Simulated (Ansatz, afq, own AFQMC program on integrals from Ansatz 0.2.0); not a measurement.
NH2O, quartet: AFQMC among the cluster methods

```csv
atom,x (Å),y (Å),z (Å)
O,-1.1404,-0.0292,0.0000
H,-1.3897,0.8974,0.0000
H,-0.1808,-0.0292,0.0000
N,1.4156,-0.0292,0.0000
```

Connectivity, by distances: OH2 ··· N.

Basis cc-pVTZ. Noble-gas cores (and the filled d shells of Ga–Kr and In–Xe) are frozen. Ansatz 0.2.0 and our own AFQMC program on the same integrals; the CISD trial comes from CCSD amplitudes, and released means the phaseless constraint is let go. ± is one standard error of the sampling.

Determinant: UHF, the one that the program's search chose, which needn't be the lowest solution. The geometry is a point of a scan.

No full CI on the walks' own integrals is used here; CCSDT(Q) serves as the reference and is uncertain by about the last step of the cluster series.

Cautions: lower spins were not checked.

The T1 diagnostic is 0.0096 and the weight of the determinant in the CISD state is 0.905. The ⟨S²⟩ of the determinant is 3.758. The size of the correlated space is 13 electrons in 86 orbitals.

| level | correlation energy (eV) |
| --- | --- |
| MP2 | -9.8942 |
| CCSD | -10.4698 |
| CCSD(T) | -10.7656 |

(1) Estimate where AFQMC with the constraint released lies against CCSD(T) on the same integrals.

(1) 16.6 ± 8.4 meV below CCSD(T). The gap is under twice the noise, so this walk alone can't tell the two apart.

Reference: CCSDT(Q), correlation energy -10.790 eV. The released energy is read at 1.62 1/Eh, later times being too noisy (meV from the phaseless value at times in 1/Eh: -11 ± 4 at 0.24, -10 ± 6 at 0.51, -14 ± 6 at 0.99, 0 ± 8 at 1.62, -1 ± 12 at 2.40).

```json
{"level": "CCSD(T)", "E − E(reference) (meV)": "24.9", "share of correlation (%)": "99.77"}
{"level": "CCSDT", "E − E(reference) (meV)": "12.1", "share of correlation (%)": "99.89"}
{"level": "ph-AFQMC/CISD", "E − E(reference) (meV)": "7.9 ± 4.9", "share of correlation (%)": "99.93"}
{"level": "released AFQMC", "E − E(reference) (meV)": "8.3 ± 8.4", "share of correlation (%)": "99.92"}
```

A walk keeps the symmetry of its determinant, which the program's search chose and which needn't be the lowest solution, so a lower state of the same spin and another symmetry isn't excluded. Released energies are given only where the last usable release times agree within the noise; a slower fall can still hide under it.
